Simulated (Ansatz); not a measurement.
# Si2H2 (triplet): B2PLYP, RPA-PBE over vertical spin and charge gaps, 6-31G

How well do these functionals follow the top wave-function level for Si2H2 (triplet) over vertical spin and charge gaps?

Program: Ansatz 0.2.0, Gaussian basis. Level of theory: 6-31G, all electrons in the functionals, frozen cores in the correlation of double hybrids and RPA. These are calculated values, not measurements.

Plan: B2PLYP, RPA-PBE, at charge 0, triplet; charge 0, singlet; charge 0, quintet; charge 1, doublet; charge 1, quartet.

**1. The system**

The geometry is a PBE0/def2-TZVP stationary point (not a proven minimum).

4 atoms, charge 0, spin multiplicity 3.

Atoms are counted from 1 here; the program's logs count them from 0.

Bond lengths: Si1–Si2 2.273 Å, Si1–H3 1.514 Å, Si2–H4 1.514 Å. Angles: Si2–Si1–H3 104.6°, Si1–Si2–H4 104.6°.

No dispersion term is added.

The geometry shown and the zero of energy belong to the point charge 0, triplet. The yardstick, FCI, and other wave-function levels (R restricted, U unrestricted, valence and pair active spaces) come from earlier runs.

**2. B2PLYP, charge 0, triplet**

File in.yaml:

```yaml
crystal:
  periodic: [false, false, false]
  atoms:
    - {symbol: Si, position_ang: [0.000000, -0.135595, 1.128508]}
    - {symbol: Si, position_ang: [0.000000, 0.135595, -1.128508]}
    - {symbol: H, position_ang: [0.000000, 1.273421, 1.682307]}
    - {symbol: H, position_ang: [0.000000, -1.273421, -1.682307]}
basis:
  gaussian: {orbitals: 6-31G}
magnetization: {spin_polarized: true, initial_magnetization: 2}
hamiltonian: {xc: {name: B2PLYP}}
correlation: {electrons: outside_noble_gas}
```

Command:

```
ansatz run in.yaml --threads 1 --pin off --events-out ev --progress --plain --max-ram 4096MiB --backend cpu
```

The runs that follow: B2PLYP, charge 0, singlet; B2PLYP, charge 0, quintet; B2PLYP, charge 1, doublet; B2PLYP, charge 1, quartet; RPA-PBE, charge 0, triplet; RPA-PBE, charge 0, singlet; RPA-PBE, charge 0, quintet; RPA-PBE, charge 1, doublet; RPA-PBE, charge 1, quartet.

Q: Predict the results of all the runs planned. Wanted: triplet to singlet, FCI; triplet to quintet, FCI; ionisation to the doublet cation, FCI; ionisation to the quartet cation, FCI; largest miss, B2PLYP; largest miss, RPA-PBE.

**Answer**, as computed:

| quantity | value |
| --- | --- |
| triplet to singlet, FCI | -0.209 eV |
| triplet to quintet, FCI | 2.140 eV |
| ionisation to the doublet cation, FCI | 7.398 eV |
| ionisation to the quartet cation, FCI | 8.434 eV |
| largest miss, B2PLYP | +0.599 eV (ionisation to the doublet cation) |
| largest miss, RPA-PBE | +0.326 eV (triplet to quintet) |

**Reading.** Of the functionals, RPA-PBE keep the smallest largest miss at the points compared (at most 0.326 eV) and B2PLYP strays most (0.599 eV, at ionisation to the doublet cation). B2PLYP, RPA-PBE clearly break the spin symmetry at some points (⟨S²⟩ up to 1.09 above the pure value), so energy there is bought with a mixed spin. Functionals and the yardstick converge differently with the basis, so part of each miss in 6-31G is the basis.
